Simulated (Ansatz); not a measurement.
**Counterpoise correction, worked out**

The pair of NH4⁺ (SMILES [NH4+], atoms 1–5) and CH3Cl (SMILES CCl, atoms 6–10), both closed shells, in one local arrangement (a lower one may exist), relaxed at PBE0-D4/def2-TZVP:

N1  (0.248, 0.399, -2.008)
H2  (-0.150, 1.222, -2.463)
H3  (-0.194, -0.439, -2.387)
H4  (0.076, 0.460, -0.969)
H5  (1.252, 0.367, -2.190)
C6  (-0.239, -0.536, 2.095)
Cl7  (-0.303, 0.899, 1.018)
H8  (-0.443, -0.171, 3.097)
H9  (0.757, -0.964, 2.033)
H10  (-1.004, -1.237, 1.773)
(Å)

Computed with Ansatz 0.2.0 (basis: def2-TZVPPD); correlated methods freeze the cores.

CCSD(T) total energies in eV:

| system | geometry | basis functions | energy |
| --- | --- | --- | --- |
| pair | pair | all | -15140.45936 |
| NH4⁺ | as in the pair | all (partner as ghosts) | -1546.05177 |
| CH3Cl | as in the pair | all (partner as ghosts) | -13593.84894 |
| NH4⁺ | as in the pair | its own | -1546.04835 |
| CH3Cl | as in the pair | its own | -13593.82332 |
| NH4⁺ | free (PBE0-D4 minimum) | its own | -1546.06872 |
| CH3Cl | free (PBE0-D4 minimum) | its own | -13593.82586 |

**Question.** Work out the interaction energy with and without the counterpoise correction, the superposition error, and the binding energy from the relaxed fragments.

**Answer.** Without correction: -15140.45936 − (-1546.04835) − (-13593.82332) = -0.58769 eV.
With correction (each fragment in the whole basis): -15140.45936 − (-1546.05177) − (-13593.84894) = -0.55865 eV = -12.88 kcal/mol.
The superposition error is the difference, 0.02904 eV, 5 % of the uncorrected value: each fragment borrows its partner's functions.
Deformation from the free shapes: 0.02037 eV for NH4⁺ and 0.00254 eV for CH3Cl.
Binding energy from relaxed fragments: -0.55865 + 0.02037 + 0.00254 = -0.53574 eV = -12.35 kcal/mol (electronic, without zero-point energy; negative means bound). For comparison, the corrected interaction energy by CCSD(T) at an estimated basis limit (MP2 extrapolated from triple and quadruple zeta, plus CCSD(T) − MP2 in triple zeta) is -0.589 eV; triple zeta with the correction binds less.

The T1 diagnostic stays at or below 0.008.

For scale, one of the runs: CCSD(T)/def2-TZVPPD, 244 basis functions, launched by `ansatz run in.yaml --threads 4 --pin off --events-out ev --progress --plain --max-ram 9574MiB`. Hardware: 4 CPU threads of an Arm Neoverse V1, shared host. Wall time 60 s; peak host memory 4.8 GiB.
